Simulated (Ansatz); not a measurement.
# NHO (triplet): from Hartree-Fock to the top rungs, def2-QZVPP

The task here is to estimate one member of a computed series from the others.

Method: def2-QZVPP, core rule «outside noble gas», up to 2 orbitals frozen; program: Ansatz 0.2.0, Gaussian basis.

Plan: UHF; ROHF; CCSD(T) on UHF.

2 further runs of the same task are left out: 2 set aside as unsound or not needed.

## What is computed

The geometry is a PBE0/def2-TZVP stationary point (not a proven minimum) of the parent state, kept for this charge and spin.

3 atoms, charge 0, spin multiplicity 3.

Atoms are counted from 1 here; the program's logs count them from 0.

Bond lengths: N1–O2 1.241 Å, O2–H3 1.000 Å. Angles: N1–O2–H3 112.3°.

The first run:

Input file in.yaml:

```yaml
crystal:
  periodic: [false, false, false]
  atoms:
    - {symbol: N, position_ang: [0.000000, 0.066533, 0.690604]}
    - {symbol: O, position_ang: [0.000000, -0.105972, -0.538841]}
    - {symbol: H, position_ang: [0.000000, 0.757574, -1.043675]}
basis:
  gaussian: {orbitals: "def2-QZVPP.json"}
magnetization: {spin_polarized: true, initial_magnetization: 2}
hamiltonian: {xc: hf}
output: {orbitals: {seedname: orbitals}}
```

On the command line:

```bash
$ ansatz run in.yaml --threads 1 --pin off --events-out ev --progress --plain --max-ram 2393MiB
```

Steps of the session up to this table: UHF; ROHF; CCSD(T) on UHF.

One of the session's tables, all rows but one given; the rest of the session is left out.

It belongs to the step «Misses and costs». 

```
  method  from UCCSD(T) (kJ/mol)
    ROHF                 +1168.7
     UHF                       ?
    UMP2                   +77.8
   UCCSD                   +41.9
UCCSD(T)                       0
```

**Question.** Estimate the row for UHF.

As computed: from UCCSD(T) (kJ/mol): +1139.6. In the column «from UCCSD(T) (kJ/mol)» it lies between UMP2 (+77.8) and ROHF (+1168.7).
